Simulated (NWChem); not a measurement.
# SiHClO (SMILES O[Si]Cl): PBE0/6-31G(d) (density fitting, spherical functions)

Aim: the vertical ionisation energy of SiHClO at PBE0/6-31G* (density fitting, spherical functions), from 2 runs. 

The calculation is run with NWChem 7.3.0.

### 1 Starting point

SiHClO: 4 atoms, total charge 0, spin state singlet. SMILES: `O[Si]Cl`. Geometry: relaxed at PBE0-D4/def2-TZVP.

Bond lengths: O1–Si2 1.637 Å, Si2–Cl3 2.110 Å, O1–H4 0.963 Å. Angles: O1–Si2–Cl3 101.3°, Si2–O1–H4 120.4°.

### 2 A single-point energy at PBE0/6-31G(d) (density fitting, spherical functions)

Input file a.nw:

```
start a
title "ClHOSi"
memory total 2200 mb
charge 0
geometry units angstroms noautosym nocenter noautoz
O       -0.911800       0.450200      -0.308700
Si      -0.434200      -0.789700       0.647000
Cl       1.662300      -0.701000       0.421400
H       -0.260800       0.980400      -0.780000
end
basis "ao basis" spherical bse
* library 6-31G*
end
basis "cd basis" spherical
* library "dgauss a1 dft coulomb fitting"
end
dft
xc pbe0
grid fine
convergence energy 1e-08
maxiter 100
mulliken
noprint "final vectors analysis"
end
task dft energy
```

On the command line:

```
$ nwchem a.nw > a.out
```

What it wrote:

```text
[...]
          Wavefunction type:  closed shell.
          No. of atoms     :     4
          No. of electrons :    40
[...]
          Charge           :     0
          Spin multiplicity:     1
[...]
          AO basis - number of functions:    52
[...]
              XC Information
              --------------
                         PBE0 Method XC Functional
                     Hartree-Fock (Exact) Exchange  0.250
          PerdewBurkeErnzerhof Exchange Functional  0.750
            Perdew 1991 LDA Correlation Functional  1.000 local
           PerdewBurkeErnz. Correlation Functional  1.000 non-local
[...]
 d= 0,ls=0.0,diis     1   -825.2755610750 -9.57D+02  2.10D-02  5.26D-01     0.6
[...]
 d= 0,ls=0.0,diis    10   -825.3423040552 -9.26D-10  5.27D-07  1.96D-09     4.1
         Total DFT energy =     -825.342304055215
      One electron energy =    -1402.943935955890
           Coulomb energy =      504.022976466484
    Exchange-Corr. energy =      -57.849182324982
 Nuclear repulsion energy =      131.427837759172
[...]
      Total Density - Mulliken Population Analysis
     ---------------------------------------------
    Atom       Charge   Shell Charges
 -----------   ------   -------------------------------------------------------
    1 O    8     8.68   2.00  0.90  2.92  0.93  1.91  0.02
    2 Si  14    13.45   2.00  2.00  5.96  1.20  1.26  0.63  0.20  0.19
    3 Cl  17    17.32   2.00  2.00  5.98  1.39  3.67  0.58  1.69  0.02
    4 H    1     0.55   0.46  0.09
[...]
```

Wall time 4.8 s (1 thread of Intel Xeon 6975P-C (Granite Rapids), shared host); peak memory 0.11 GiB.

### 3 The doublet cation, same level

Input file test.nw:

```
start test
title "ClHOSi PBE0"
memory stack 880 mb heap 220 mb global 1100 mb
charge 1

geometry units au noautosym nocenter noautoz
O     -1.72305228     0.85075470    -0.58335845
Si    -0.82051908    -1.49231672     1.22265280
Cl     3.14129174    -1.32469801     0.79633059
H     -0.49284057     1.85268749    -1.47398638
end

basis spherical bse
* library 6-31G*
end

basis "cd basis" spherical
* library "dgauss a1 dft coulomb fitting"
end

dft
xc pbe0
mult 2
grid fine
convergence energy 1e-08
iterations 100
mulliken
print low
end

task dft energy
```

On the command line:

```
$ nwchem test.nw > test.out
```

What it wrote:

```text
[...]
 d= 0,ls=0.0,diis     1   -824.7692306708 -9.56D+02  2.19D-02  4.24D-01     0.8
[...]
 d= 0,ls=0.0,diis    13   -824.9720666549 -6.58D-09  5.13D-07  2.61D-10     7.2
[...]
         Total DFT energy =     -824.972066654859
      One electron energy =    -1392.002502503042
           Coulomb energy =      493.125137318430
    Exchange-Corr. energy =      -57.522529826361
 Nuclear repulsion energy =      131.427828356114
[...]
      Total Density - Mulliken Population Analysis
     ---------------------------------------------
    Atom       Charge   Shell Charges
 -----------   ------   -------------------------------------------------------
    1 O    8     8.60   2.00  0.91  2.91  0.93  1.83  0.02
    2 Si  14    12.92   2.00  2.00  5.96  1.13  1.29  0.22  0.11  0.20
    3 Cl  17    17.00   2.00  2.00  5.98  1.44  3.60  0.54  1.42  0.02
    4 H    1     0.48   0.44  0.04
[...]
      <S2> =      0.7564 (Exact =     0.7500)
[...]
```

Run time: 7.8 s. Hardware: 1 thread of Intel Xeon 6975P-C (Granite Rapids), shared host; peak memory 0.11 GiB.

### 4 Summary of results

Level: PBE0/6-31G* (density fitting, spherical functions).

```
                                          quantity          value
                      singlet SiHClO: total energy  -825.34230 Eh
                     singlet SiHClO: dipole moment         1.37 D
                      doublet cation: total energy  -824.97207 Eh
                              doublet cation: ⟨S²⟩          0.756
vertical ionisation energy (to the doublet cation)      10.075 eV
```

What this shows: Removing an electron at fixed nuclei costs 10.07 eV (972 kJ/mol). Mulliken charges (singlet SiHClO) run from -0.68 on O1 to +0.55 on Si2.
